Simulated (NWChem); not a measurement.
# Spin states of Al (+1)

```xyz
1

Al     0.0000     0.0000     0.0000
```
Charge +1, spin multiplicity 1.

The numbers come from NWChem runs, not from measurements.

Basis set: def2-TZVP. The gap is E(triplet) − E(singlet), so a negative value puts the higher spin lower. Open shells are unrestricted, coupled cluster uses restricted open-shell references, and the singlet is the closed-shell solution. The triplet is the single determinant that the SCF runs reached, with unpaired electrons in orbitals of symmetry ag and b2u (D2h labels); it need not be the lowest triplet, which in molecules with degenerate π orbitals can need several determinants. Where the lowest singlet needs several determinants, the single determinant used here isn't a pure state and places it wrongly.

| method | vertical singlet-triplet gap (kcal/mol) | relative cost | difference from CCSD(T) |
|---|---|---|---|
| BLYP | 110.3 | under 3 | +6.3 |
| B3LYP | 108.5 | under 3 | +4.5 |
| CR-CCSD(T) | 104.0 | 3 | 0.0 |
| HF | 82.0 | under 3 | -22.1 |
| PBE | 104.3 | 1 | +0.3 |
| BP86 | 105.0 | under 3 | +1.0 |
| CCSD(T) | 104.0 | under 3 | 0.0 |

The values span 28.3 kcal/mol, from HF (lowest) to BLYP (highest). Relative cost: rough, from shared machines, SCF included, PBE = 1.

The correlated methods keep 5 core orbitals frozen. B3LYP has NWChem's definition, with VWN1-RPA local correlation. The stability of the SCF solutions was not checked. Open-shell Hartree-Fock references start from PBE0 orbitals; any time given for them includes that run. No row is a measurement; the coupled-cluster row has its own basis-set and correlation limits.
